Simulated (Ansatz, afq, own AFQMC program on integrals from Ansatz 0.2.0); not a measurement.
Integrals from Ansatz 0.2.0, then the random walk in our own AFQMC program (afq).

```yaml
crystal:
  periodic: [false, false, false]
  atoms:
    - {symbol: Si, position_ang: [0.000000, -0.087171, 0.000000]}
    - {symbol: H, position_ang: [0.000000, 1.214477, -2.196246]}
    - {symbol: H, position_ang: [0.000000, 1.214475, 2.196247]}
basis:
  gaussian: {orbitals: cc-pVDZ}
magnetization: {spin_polarized: true, initial_magnetization: 2}
correlation: {method: ccsd_t, electrons: outside_noble_gas, hamiltonian_folder: ham}
```

```sh
$ ansatz run in.yaml --threads 1 --pin off --events-out ev --progress --plain --max-ram 24576MiB --backend cuda --devices 0, --max-vram 18GiB
```

Options of the walk:

```
--method phaseless --trial hf --walkers 4000 --populations 20 --least-time 40 --time-step 0.005 --steps-per-block 20 --equilibration-blocks 160 --max-blocks 4000 --target-error 0.00145 --factor-cut 1e-05 --start spin_pure --seed 5114 --taylor-order 6
```

Times are imaginary, in 1/Eh. The walk had a cap of 49 s. With eight or more populations the least sampling time is a fifth of least-time, and the error comes from their spread.

```
orbitals 23  electrons 4 2  factors 133 of 273
reference energy -289.85449597 Eh
CCSD correlation -0.09018744 Eh in 19 cycles, weight of the determinant in the CISD state 0.6982
energy of the start -289.862857 Eh
 block  time / (1/Eh)  mean weight  energy / Eh
     1     0.100  1.0002  -289.872504
     2     0.200  1.0003  -289.880871
     3     0.300  1.0003  -289.887733
     4     0.400  1.0003  -289.893596
     5     0.500  1.0003  -289.899044
     9     0.900  1.0002  -289.914650
    25     2.500  1.0000  -289.937833
    49     4.900  1.0002  -289.944091
    73     7.300  1.0001  -289.943975
    97     9.700  0.9999  -289.944254
   121    12.100  0.9998  -289.943538
   145    14.500  1.0000  -289.945692
   169    16.900  1.0000  -289.944546
   193    19.300  1.0001  -289.946510
   217    21.700  1.0003  -289.947049
   223    22.300  1.0000  -289.949735
   235    23.500  1.0001  -289.947985
error from the spread of 20 populations
energy -289.946336 +/- 0.000366 Eh
(rows thinned)
```

(1) Estimate how long the walk took on 1 × NVIDIA H100 80GB HBM3 with 2 threads of AMD EPYC 7R13 Processor (Zen 3) (shared host) (the card was shared).

The run passed its tests (sampling time, drift between the halves within three errors, error under three times the target), which doesn't prove that it has relaxed. The second half of the sampling lies below the first by 1.8 errors of their difference, so the energy may still be moving and its error bar be too small.

Against this walk (error 9.9 meV) on the same determinant: CCSD(T) 114.3 meV lower, CCSDT(Q) 244.1 meV lower, CCSDTQ 234.4 meV lower, full CI 234.3 meV lower, a separate phaseless walk with a CISD trial and standard settings 146.1 ± 10.6 meV lower. The error is statistical and leaves out the bias of the constraint. The determinant has ⟨S²⟩ = 2.64, so the low cluster orders mix in higher spin, while the walk starts as a pure triplet. Full CI is exact here, so the walk's 234 meV above it is the walk's own error: the bias of the constraint with this trial, or a walk that hasn't relaxed. The determinant is a poor start (see the cautions), so the low cluster orders aren't to be relied on, and full CI is the sure value.

Cautions: constraint bias not in the error; lower spins were not checked; an unrestricted solution with more broken spin lies lower (113 meV, ⟨S²⟩ 2.78); strong correlation (T1 0.104, weight of the determinant 0.70, largest double 0.18); (T) is large, 6 % of the CCSD correlation; unrestricted determinant spin contaminated (⟨S²⟩ 2.64 against 2.00); CCSD(T) is in doubt: in a space of 6 electrons in 9 natural orbitals full CI lies 84 meV below it.

Answers

(1) 16 s of wall time.

CCSDT and higher add their correlation energy to the determinant of the CCSD(T) run, since their own runs factorise the integrals more tightly (a shift of under 2 meV). A walk keeps the symmetry of its determinant, which the program's search chose and which needn't be the lowest solution, so a lower state of the same spin and another symmetry isn't excluded.
